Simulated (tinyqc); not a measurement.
A ladder of methods, and size consistency: correlation methods against full CI in the sto-6g basis, for LiH, spin multiplicity 1. Computed by the program tinyqc with PySCF. All electrons correlated; +Q is the Davidson correction (1 - c0^2) E_corr. The last columns treat two copies 100 angstrom apart as one system. FCI is the lowest singlet.

Geometry (angstrom):
```
atom       x       y       z
Li    0.0000  0.0000  0.0000
H     0.0000  0.0000  1.6110
```

RHF energy of one = -7.951411 hartree

Correlation energies (hartree):
```
method   E_corr of one  share of FCI (%)  E_corr of two at 100 angstrom  two minus twice one (mhartree)
MP2           -0.01300            63.015                       -0.02600                       -2.35e-05
CISD          -0.02061            99.937                       -0.04023                           0.991
CISD+Q        -0.02114           102.509                       -0.04209                           0.195
CCSD          -0.02062            99.951                       -0.04123                       -5.18e-05
CCSD(T)       -0.02062            99.990                       -0.04125                       -5.17e-05
FCI           -0.02063           100.000                              -                               -
```

What does the comparison show, and why?

MP2 recovers 63 %, CISD 99.9 % and CCSD 100.0 % of the FCI value (c0^2 = 0.974 in CISD). MP2 and coupled cluster are size consistent, so their last column vanishes but for a trace of long-range electrostatics; CISD loses 0.99 mhartree, since a double excitation on each copy is a quadruple of the pair, and the Davidson correction leaves +0.19.
